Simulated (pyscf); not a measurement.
This saddle point was located with ωB97X-D3(BJ)/def2-SVP in PySCF.

```xyz
15

Si    -2.1866     0.7584     0.2258
P     -0.0405     0.1042     0.2985
Si    -0.1194    -1.7397    -1.0375
H     -3.0687    -0.3994     0.5448
H     -2.3459     1.8456     1.2270
H     -2.4866     1.2446    -1.1489
H      0.1789     0.5506     1.7632
H     -0.7842    -1.3775    -2.3206
H      1.2678    -2.2144    -1.2827
H     -0.9110    -2.7832    -0.3282
Si     0.9610     2.2571     0.1891
H      0.3699     1.7976     1.8418
H      2.3609     2.1553     0.6927
H      0.2808     3.5841     0.3581
H      1.1160     2.2354    -1.3206
```

Surface: singlet, charge 0. Lowest wavenumbers (cm⁻¹): 1639i, 58, 74, 84, 122.

What reaction is this the transition state of?

H₃Si–PH–SiH₃ + silane (SiH₄) ⇌ H₃Si–P(SiH₃)–SiH₃ + hydrogen (H₂), a four-centre exchange read from left to right: H–P, H–Si broken and P–Si, H–H formed. At ωB97M-D3(BJ)/def2-TZVP it lies +62.2 kcal/mol from the left side and +64.9 kcal/mol from the right (each side as separated species at their lowest minima found). One saddle was located; it need not be the lowest between these sides.
